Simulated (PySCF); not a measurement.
# Working out the ionisation energy of S

S [Ne] 3s2 3p4 (3P) → S⁺ [Ne] 3s2 3p3 (4S). Calculation: PySCF 2.14, in aug-cc-pV(Q+d)Z with one added diffuse shell each of s, p, d, f, g type (8s7p6d4f3g, 114 functions); the non-relativistic Hamiltonian (point nucleus). Frozen: [Ne]. Energies in hartree (1 hartree = 27.21139 eV):

```csv
part,S (lower),S⁺ (upper)
UHF,-397.512750,-397.173222
MP2 opposite-spin,-0.100174,-0.071508
MP2 same-spin,-0.028478,-0.025412
```

**Question.** What does Hartree-Fock give?

**Answer.** (-397.173222) − (-397.512750) = 0.339528 hartree = 9.239 eV.

**Question.** What do MP2 and SCS-MP2 (6/5 opposite-spin, 1/3 same-spin) give?

**Answer.** The opposite-spin parts differ by 0.780 eV and the same-spin parts by 0.083 eV. MP2: 9.239 + (0.780) + (0.083) = 10.102 eV. SCS-MP2: 9.239 + 1.2 × (0.780) + (0.083)/3 = 10.203 eV.

Measured between the centres of the two terms (NIST): 10.336 eV, so MP2 (valence) is off by -0.234 eV.

What remains against the reference includes basis incompleteness, the frozen core and correlation beyond second order.
